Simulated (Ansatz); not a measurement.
# Nudged elastic band run: CH$_{4}$AlN

Input:

```yaml
crystal:
  periodic: [false, false, false]
  atoms:
    - { symbol: C, position_ang: [-0.583179, -0.024112, -0.618932] }
    - { symbol: "N", position_ang: [-0.125696, 0.515152, 0.714105] }
    - { symbol: Al, position_ang: [1.104829, -0.575498, 0.163555] }
    - { symbol: H, position_ang: [-1.490047, -0.653897, -0.597474] }
    - { symbol: H, position_ang: [-0.653619, 0.713872, -1.437392] }
    - { symbol: H, position_ang: [-0.687379, 1.178725, 1.234639] }
    - { symbol: H, position_ang: [2.496391, -1.222243, 0.4958] }
basis:
  gaussian: { orbitals: def2-SVP }
hamiltonian:
  xc: b3lyp
neb:
  order_check: false
  images: 9
  f_tol: 0.03
  max_iterations: 60
  final_atoms:
    - { symbol: C, position_ang: [-0.35937433, -0.10429706, -0.63855494] }
    - { symbol: "N", position_ang: [0.36104186, 0.08768034, 0.66904572] }
    - { symbol: Al, position_ang: [1.62271535, 0.05548952, -1.08270848] }
    - { symbol: H, position_ang: [-0.88799071, -1.06892593, -0.66439915] }
    - { symbol: H, position_ang: [-1.08155391, 0.70506121, -0.82237035] }
    - { symbol: H, position_ang: [0.12618722, 0.94511864, 1.16787188] }
    - { symbol: H, position_ang: [0.28027451, -0.68812773, 1.32541632] }
  initial_path:
    images:
      - { positions_ang: [[-0.583179, -0.024112, -0.618932], [-0.125696, 0.515152, 0.714105], [1.104829, -0.575498, 0.163555], [-1.490047, -0.653897, -0.597474], [-0.653619, 0.713872, -1.437392], [-0.687379, 1.178725, 1.234639], [2.496391, -1.222243, 0.4958]] }
      - { positions_ang: [[-0.55970892, -0.04520175, -0.61083821], [-0.11095671, 0.42675926, 0.73451361], [1.14517492, -0.55553015, 0.04792681], [-1.41900297, -0.71072318, -0.61594899], [-0.68691472, 0.74380173, -1.36220748], [-0.52434715, 1.16428306, 1.18704821], [2.21705554, -1.09138997, 0.57380705]] }
      - { positions_ang: [[-0.53623884, -0.0662915, -0.60274442], [-0.09621742, 0.33836652, 0.75492223], [1.18552084, -0.53556229, -0.06770138], [-1.34795894, -0.76754936, -0.63442398], [-0.72021043, 0.77373147, -1.28702295], [-0.3613153, 1.14984111, 1.13945742], [1.93772009, -0.96053694, 0.65181409]] }
      - { positions_ang: [[-0.51276876, -0.08738126, -0.59465064], [-0.08147813, 0.24997378, 0.77533084], [1.22586677, -0.51559444, -0.18332957], [-1.27691491, -0.82437554, -0.65289897], [-0.75350615, 0.8036612, -1.21183843], [-0.19828345, 1.13539917, 1.09186663], [1.65838463, -0.82968391, 0.72982114]] }
      - { positions_ang: [[-0.48929868, -0.10847101, -0.58655685], [-0.06673884, 0.16158104, 0.79573946], [1.26621269, -0.49562658, -0.29895776], [-1.20587087, -0.88120172, -0.67137396], [-0.78680186, 0.83359093, -1.13665391], [-0.03525161, 1.12095722, 1.04427583], [1.37904917, -0.69883088, 0.80782819]] }
      - { positions_ang: [[-0.4658286, -0.12956076, -0.57846306], [-0.05199955, 0.0731883, 0.81614807], [1.30655861, -0.47565873, -0.41458595], [-1.13482684, -0.9380279, -0.68984896], [-0.82009758, 0.86352067, -1.06146939], [0.12778024, 1.10651528, 0.99668504], [1.09971372, -0.56797785, 0.88583523]] }
      - { positions_ang: [[-0.44453775, -0.12450802, -0.59048144], [0.03060874, 0.07608671, 0.7867276], [1.36978996, -0.36942908, -0.54821045], [-1.08545962, -0.96420751, -0.68475899], [-0.87238884, 0.83182878, -1.01364958], [0.12746164, 1.07423595, 1.03092241], [0.93582588, -0.59200783, 0.97375145]] }
      - { positions_ang: [[-0.42324689, -0.11945528, -0.60249981], [0.11321702, 0.07898512, 0.75730713], [1.43302131, -0.26319943, -0.68183496], [-1.03609239, -0.99038711, -0.67966903], [-0.92468011, 0.80013689, -0.96582977], [0.12714303, 1.04195662, 1.06515978], [0.77193803, -0.6160378, 1.06166767]] }
      - { positions_ang: [[-0.40195604, -0.11440254, -0.61451819], [0.1958253, 0.08188353, 0.72788666], [1.49625265, -0.15696978, -0.81545947], [-0.98672516, -1.01656672, -0.67457907], [-0.97697137, 0.768445, -0.91800997], [0.12682443, 1.00967729, 1.09939714], [0.60805019, -0.64006778, 1.14958388]] }
      - { positions_ang: [[-0.38066518, -0.1093498, -0.62653656], [0.27843358, 0.08478193, 0.69846619], [1.559484, -0.05074013, -0.94908398], [-0.93735793, -1.04274632, -0.66948911], [-1.02926264, 0.73675311, -0.87019016], [0.12650582, 0.97739797, 1.13363451], [0.44416235, -0.66409775, 1.2375001]] }
      - { positions_ang: [[-0.35937433, -0.10429706, -0.63855494], [0.36104186, 0.08768034, 0.66904572], [1.62271535, 0.05548952, -1.08270848], [-0.88799071, -1.06892593, -0.66439915], [-1.08155391, 0.70506121, -0.82237035], [0.12618722, 0.94511864, 1.16787188], [0.28027451, -0.68812773, 1.32541632]] }
```

Launched with:

```bash
$ ansatz run input.yaml --threads 1 --pin off --max-ram 2048MiB --backend cpu --events-out ev --progress --plain --runs-dir out
```

Output, in part (warnings, iteration lines, the closing report on the highest movable image, with atoms numbered from 0):

```
NEB end point (image 0): max|allowed force component| = 1.709e-3 eV/Å (the criterion of neb.relax_end_points is 1.000e-2)
NEB end point (image 10): max|allowed force component| = 1.068e-2 eV/Å (the criterion of neb.relax_end_points is 1.000e-2)
NEB iter   1: max|band force component| = 1.882e1 eV/Å  barrier→ = 5.7171 eV  barrier← = 6.1043 eV  Δτ_max = 0.1916 Å  (266 SCF iters)
NEB iter   2: max|band force component| = 7.068e0 eV/Å  barrier→ = 2.5867 eV  barrier← = 2.9739 eV  Δτ_max = 0.1872 Å  (253 SCF iters)
NEB iter   3: max|band force component| = 3.063e0 eV/Å  barrier→ = 1.4119 eV  barrier← = 1.7990 eV  Δτ_max = 0.1887 Å  (250 SCF iters)
NEB iter   4: max|band force component| = 1.106e0 eV/Å  barrier→ = 1.0966 eV  barrier← = 1.4838 eV  Δτ_max = 0.1575 Å  (251 SCF iters)
NEB iter   5: max|band force component| = 9.077e-1 eV/Å  barrier→ = 1.0137 eV  barrier← = 1.4009 eV  Δτ_max = 0.0911 Å  (236 SCF iters)
NEB iter   6: max|band force component| = 6.221e-1 eV/Å  barrier→ = 0.9766 eV  barrier← = 1.3638 eV  CI = image 5  Δτ_max = 0.2000 Å  (229 SCF iters)
NEB iter   7: max|band force component| = 7.630e-1 eV/Å  barrier→ = 1.0638 eV  barrier← = 1.4510 eV  CI = image 5  Δτ_max = 0.0628 Å  (238 SCF iters)
NEB iter   8: max|band force component| = 2.551e-1 eV/Å  barrier→ = 1.0548 eV  barrier← = 1.4420 eV  CI = image 5  Δτ_max = 0.0324 Å  (216 SCF iters)
NEB iter   9: max|band force component| = 1.255e-1 eV/Å  barrier→ = 1.0565 eV  barrier← = 1.4437 eV  CI = image 5  Δτ_max = 0.0166 Å  (213 SCF iters)
NEB iter  10: max|band force component| = 6.907e-2 eV/Å  barrier→ = 1.0550 eV  barrier← = 1.4422 eV  CI = image 5  Δτ_max = 0.0075 Å  (205 SCF iters)
NEB iter  11: max|band force component| = 2.778e-2 eV/Å  barrier→ = 1.0549 eV  barrier← = 1.4421 eV  CI = image 5  Δτ_max = 0.0000 Å  (426 SCF iters)
Total energy: -9183.12105866 eV, -337.4734743626 hartree
Atom 0 at    -0.576630    -0.049857    -0.492558 Å, force     0.007340     0.028033    -0.012844 eV/Å
Atom 1 at    -0.197711     0.038909     0.822912 Å, force    -0.007090    -0.007659     0.011840 eV/Å
Atom 2 at     1.421711    -0.740691    -0.613950 Å, force    -0.001069     0.001649    -0.001892 eV/Å
Atom 3 at    -1.260712    -0.870392    -0.745239 Å, force    -0.004551    -0.008491    -0.002763 eV/Å
Atom 4 at    -0.696462     0.848040    -1.120618 Å, force     0.001243    -0.017150     0.011841 eV/Å
Atom 5 at     0.023694     0.999765     1.100644 Å, force     0.003552     0.005039    -0.006353 eV/Å
Atom 6 at     1.347411    -0.293775     1.003112 Å, force     0.000576    -0.001420     0.000171 eV/Å
Dipole moment:     0.001063     0.234984    -0.175489 e Å
```

The forces met the threshold. A vibrational analysis at the climbing image gives one clearly imaginary mode, 956i cm⁻¹: a first-order saddle point. The orbitals stay closed-shell, which can raise the energy where a bond breaks towards radicals; this wasn't checked here.

Final band (atoms are numbered from 1 in the order of the input):

```
image  path coordinate (Å)  energy (kcal/mol)  Al3–H7 (Å)  N2–H7 (Å)
    0                 0.00                0.0        1.57       3.15
    1                 0.52                3.8        1.56       3.00
    2                 1.04               11.1        1.57       2.78
    3                 1.56               16.1        1.59       2.48
    4                 2.08               18.5        1.62       2.19
    5                 2.59               24.3        1.68       1.59
    6                 3.01                8.8        1.91       1.12
    7                 3.42                1.5        2.29       1.03
    8                 3.84               -3.4        2.47       1.01
    9                 4.25               -8.7        2.69       1.02
   10                 4.67               -8.9        2.86       1.02
```

Run time: 110 s on 1 CPU thread of a shared host.
